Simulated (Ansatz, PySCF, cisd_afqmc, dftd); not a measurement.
Species: C2H2F, charge 0, doublet. C2H2F (SMILES [CH]=CF, doublet).
B3LYP-D3(BJ)/def2-TZVP minimum from Ansatz (a quantum-chemistry and plane-wave program):
```
C
C 1 1.3001
F 1 1.3501 2 123.21
H 2 1.0733 1 139.33 3 180.00
H 1 1.0877 2 125.07 4 0.00
```
Charge 0, spin multiplicity 2.

Quantity: enthalpy of formation at 298 K (by atomisation, with ideal-gas terms from PySCF's Hessian at B3LYP-D3(BJ)/def2-TZVP and the atoms' measured values of the G2/97 table; no spin-orbit terms), in kcal/mol. UHF or UKS for unpaired electrons; spin-orbit terms are left out. Cores are frozen in correlated methods. Rows without X2C or -DK are non-relativistic. The Monte Carlo rows (phaseless AFQMC, CISD trial, step 0.005/hartree) carry one-sigma bars that omit the constraint's bias. Outlying blocks are dropped, and bars are widened where a walk drifts. Over all cases where full CI ran beside it in this data, AFQMC minus full CI had a median of +0.1 mEh and passed +0.4 mEh in a tenth of the cases. CBS(X,Y): correlation extrapolated as X^-3, Hartree-Fock from the larger set (Q,5: extrapolated as (X+1)exp(-9√X)). A bracket is a step between two methods taken in the basis named. Functionals run without relativity, which enters their misses. Double hybrids freeze cores in their MP2 part. 'core' is core correlation in cc-pwCVTZ, 'X2C' scalar relativity in cc-pVTZ-DK, both at CCSD(T). Where a partner has so few electrons that a lower coupled-cluster level is exact, that level stands in. The UHF reference of C2H2F ([CH]=CF, doublet) is spin-contaminated (<S^2> up to 0.18 over the pure value in the sets run).

| level | program | enthalpy of formation at 298 K (kcal/mol) | difference against the last row |
|---|---|---|---|
| HF/cc-pVDZ | Ansatz | 166.1 | 138.2 |
| r2SCAN-D3(BJ)/def2-TZVPD | Ansatz + dftd3 | 21.9 | -6.0 |
| PBE0/def2-TZVPD | Ansatz | 23.0 | -4.9 |
| B2PLYP-D4/def2-TZVPD | Ansatz + dftd4 | 31.5 | 3.6 |
| MP2/aug-cc-pVDZ | Ansatz | 55.9 | 28.0 |
| MP2/cc-pVTZ | Ansatz | 36.5 | 8.6 |
| CCSD/cc-pV5Z | Ansatz | 42.1 | 14.2 |
| CCSD(T)/cc-pVDZ | Ansatz | 69.4 | 41.5 |
| CCSD(T)/cc-pV5Z | Ansatz | 32.8 | 4.9 |
| CCSD(T)/CBS(aug-cc-pVTZ,aug-cc-pVQZ) + core + X2C | Ansatz | 28.2 | 0.3 |
| CCSD(T)/CBS(cc-pVTZ,cc-pVQZ) + core + X2C | Ansatz | 28.8 | 0.9 |
| CCSDT(Q)/cc-pVDZ | Ansatz | 68.4 | 40.5 |
| AFQMC/CISD/cc-pVDZ | cisd_afqmc | 68.6 ± 0.3 | 40.7 |
| CCSD(T)/CBS(cc-pVQZ,cc-pV5Z) + [AFQMC/CISD - CCSD(T)]/cc-pVDZ + core + X2C | Ansatz + cisd_afqmc | 28.0 ± 0.3 | 0.1 |
| CCSD(T)/CBS(cc-pVQZ,cc-pV5Z) + [CCSDT(Q) - CCSD(T)]/cc-pVDZ + core + X2C | Ansatz | 27.9 | 0.0 |
